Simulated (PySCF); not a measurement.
**SF⁻: one state, many levels of theory**

State: ¹Σ⁺ (singlet), closed shell. Set-up: S aug-cc-pV(D+d)Z, F aug-cc-pVDZ; no relativity (PySCF 2.14). De refers to S + F⁻ in their high-spin ground configurations, without counterpoise correction. A positive dipole points towards F; it is taken about the centre of mass and depends on that origin.

```tsv
Level	Re (Å)	ωe (cm⁻¹)	De (eV)	μ (D)
RHF	1.716	699	n/a	0.89
RHF-MP2	1.760	653	2.09	n/a
RHF-SCS-MP2	1.765	644	2.12	n/a
RHF-CCSD	1.760	648	n/a	n/a
RHF-CCSD(T)	1.770	630	2.15	n/a
PBE	1.768	617	2.64	1.22
BP86	1.771	613	2.64	1.23
r²SCAN	1.751	642	2.56	1.27
TPSSh	1.754	643	2.55	1.18
r²SCANh	1.742	658	2.51	1.25
PBE0	1.738	665	2.52	1.18
LC-ωPBE	1.734	682	2.31	1.05
```

Which functional lies closest to RHF-CCSD(T) in De, which farthest, and by how much do they differ from it?

Closest is LC-ωPBE (-3.6 pm in Re, +8.3 % in ωe, +0.16 eV in De against RHF-CCSD(T) in the same basis), farthest PBE (-0.2 pm in Re, -2.1 % in ωe, +0.49 eV in De). CCSD(T) converges more slowly with the basis than the functionals do and binds too weakly in this one, so the order can change at the basis-set limit.

What does a quarter of exact exchange do here, going from PBE to PBE0?

PBE0 less PBE: -3.0 pm in Re, +7.8 % in ωe, -0.12 eV in De. Exact exchange removes part of the self-interaction that spreads semilocal densities, and in most molecules shortens and stiffens the bond and lowers De; so it does here.

What does the step from GGA to meta-GGA do here, going from PBE to r²SCAN?

r²SCAN less PBE: -1.7 pm in Re, +4.1 % in ωe, -0.08 eV in De. 

Correlated steps freeze 6 core orbitals. Correlated levels converge slowly with the basis: in double zeta they bind strong bonds too weakly, by up to about 1 eV, and carry superposition errors of some tenths. For an ion De counts to the pair picked by the measured ionisation energies or electron affinities, which need not be the lowest pair at this level. Where the molecule has an RHF reference, its open-shell atoms are computed with UHF. The highest Kohn–Sham level is positive in this anion. Much of that is self-interaction error, but it also means that the finite basis helps to hold the extra electron.
